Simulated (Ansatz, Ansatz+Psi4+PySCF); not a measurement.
```xyz
2

Cl    0.0000    0.0000    1.0075
Cl    0.0000    0.0000   -1.0075
```

Basis set: cc-pV(T+d)Z (spherical functions). Frozen core: 10 orbitals. Charge 0, multiplicity 1.

Computed with Ansatz (development build ahead of 0.2.0); each method stands on the lowest determinant of its kind that the runs found. Restricted open shells among the atoms or ions are ROHF, correlated in semicanonical orbitals with singles.

Problem. Give the atomization energy at this shape (free ground-state atoms in the same class of orbitals less the molecule, no zero-point energy) of singlet Cl₂ by RHF-CCSD(T), RHF-CCSD, RHF-MP2.

Solution.

```json
{"method": "RHF-CCSD(T)", "atomization energy": "53.27 kcal/mol"}
{"method": "RHF-CCSD", "atomization energy": "49.41 kcal/mol"}
{"method": "RHF-MP2", "atomization energy": "56.42 kcal/mol"}
```
